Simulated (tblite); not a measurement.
Question: What does the GFN2-xTB structure of `CS[C@H]1C[CH]O1` [radical] look like in three dimensions? (Doublet state.)

Answer: 
```
atom  x, y, z in Å
C1     2.3367   -0.1939    0.1199
S2     1.0411    0.3809   -1.0111
C3    -0.3253    0.4112    0.1978
C4    -1.7183    0.5676   -0.4188
C5    -1.9294   -0.7916    0.1650
O6    -0.6413   -0.8885    0.6729
H7     3.2186   -0.3846   -0.4817
H8     2.5430    0.5763    0.8583
H9     1.9968   -1.1085    0.5964
H10   -0.0475    1.0885    1.0094
H11   -1.7324    0.6357   -1.5080
H12   -2.3233    1.3724   -0.0011
H13   -2.4230   -1.6650   -0.2167
```

Any rigid rotation of these coordinates is as good. Atoms count from 1 in this order. The 2 C–O bonds span 1.388 Å (C5–O6, drawn single) to 1.419 Å (C3–O6, drawn single), a spread of 0.031 Å. The 4-membered ring C3–C4–C5–O6 has internal angles of 83.0° to 94.3°; it is planar, 0.01 Å rms from its mean plane, widest ring torsion 1°. C5 (carbon bonded to C, O and H) is pyramidal (angles 131.8°, 120.0° and 94.3°, sum 346.1°, 0.27 Å off the plane of its three neighbours). Of the pairs four or more bonds apart, O6···H9 is among the closest relative to their van der Waals radii: 2.65 Å, 97 % of the sum of Bondi's values.

Bonds between heavy atoms (Å): C1–S2 1.813, S2–C3 1.825, C3–C4 1.531, C4–C5 1.494, C5–O6 1.388, C3–O6 1.419.

The geometry is computed with GFN2-xTB (gas phase). This method treats the open shell by occupation alone, without spin polarisation.

Point group: C1 (no symmetry element, even within 0.4 Å). Its GFN2-xTB frequencies are all real (lowest 61 cm⁻¹). Torsions: C1–S2–C3–C4 -167°. 3 starts were optimised and ended at 0.00, 0.04 and 2.59 kcal/mol (GFN2-xTB); the lowest of these is shown.

One conformer stands for the species.
